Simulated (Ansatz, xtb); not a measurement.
# Relative energy of two spin states of C2H2F−

Structure a: the triplet with the links of `C=[C-]F`. Structure b: `C=[C-]F`, a singlet. Both are isolated ions in the gas phase, relaxed with B3LYP-D4/def2-TZVPD.

a (Å):

```yaml
atoms:
  - { symbol: C, position_ang: [-3.0200, -0.9579, 0.2723] }
  - { symbol: C, position_ang: [-3.8708, -1.1711, -0.8016] }
  - { symbol: F, position_ang: [-3.4003, -1.4327, -2.1650] }
  - { symbol: H, position_ang: [-2.8030, 0.0525, 0.6439] }
  - { symbol: H, position_ang: [-2.7925, -1.7537, 0.9941] }
```

b (Å):

```xyz
5

C    -3.0679   -1.0627    0.2615
C    -3.5990   -1.7289   -0.7806
F    -3.5223   -0.8710   -1.9636
H    -2.6570   -0.0489    0.1948
H    -3.0405   -1.5513    1.2315
```

Estimate E(b) − E(a) at the level CCSD(T)/def2-TZVPPD.

Calculated at CCSD(T)/def2-TZVPPD: E(b) − E(a) = −57.6 kcal/mol, so structure b lies lower.

Level by level:

```csv
level,geometry,E(b) − E(a) (kcal/mol),departure from the last row (kcal/mol),"job, with rough time for the two"
B3LYP-D4/def2-TZVPD,B3LYP-D4/def2-TZVPD,−53.1,+4.5,"optimisation, 62 s"
HF/def2-TZVPPD,B3LYP-D4/def2-TZVPD,−43.0,+14.5,part of the CCSD(T) run
MP2/def2-TZVPPD,B3LYP-D4/def2-TZVPD,−59.6,−2.0,part of the CCSD(T) run
CCSD(T)/def2-TZVPPD,B3LYP-D4/def2-TZVPD,−57.6,,"single point, 79 s"
```

None of the levels shown reverses the order. The largest departure from CCSD(T)/def2-TZVPPD is that of HF/def2-TZVPPD, 14.5 kcal/mol. Levels run at GFN2-xTB geometries aren't shown.

With harmonic frequencies from B3LYP-D4/def2-TZVPD (ideal gas, rigid rotor, one conformer each, 200 K, 1 atm): the zero-point term adds +1.7 kcal/mol; ΔH is −56.0 and ΔG −55.4 kcal/mol.

Open shells are spin-unrestricted. The correlated steps freeze 3 core orbitals. ΔG holds the spin degeneracy. Codes used: Ansatz 0.2.0; the last row on 2 threads of Intel(R) Xeon(R) Processor @ 2.70GHz on a shared host.
